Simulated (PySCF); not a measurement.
## Ionising AlF

PBE0; PySCF, no relativity, basis sets Al def2-TZVP, F def2-TZVP. Neutral (UKS): singlet (closed shell), Re = 1.664 Å, ωe = 787 cm⁻¹, De = 6.76 eV, HOMO -7.15 eV, LUMO -1.33 eV.

AlF⁺ (UKS): doublet (σ ↑), Re = 1.601 Å, ωe = 939 cm⁻¹, De = 3.29 eV to Al⁺ + F. The energies at the minima are -342.17359 hartree for AlF and -341.82264 for AlF⁺.

Task: Work out the adiabatic ionisation energy, without and with harmonic zero-point energies (1 hartree = 27.2114 eV, 1 eV = 8065.5 cm⁻¹), and the change of the bond length.

Result: At PBE0: 0.35095 hartree = 9.550 eV between the minima; the zero-point term (939.0 − 787.0)/2 cm⁻¹ = +0.009 eV makes it 9.559 eV. Re changes by -6.3 pm against the neutral. Minus the HOMO energy is 7.15 eV, -2.40 eV from the value between the minima; self-interaction puts the Kohn–Sham level too high, less so with exact exchange. The electron leaves a σ orbital, and the shorter bond of the ion fits an antibonding orbital, or a change in how ionic the bond is.

For an ion De counts to the pair picked by the measured ionisation energies or electron affinities, which need not be the lowest pair at this level. States were picked by a PBE0 search and need not be the measured ground states.
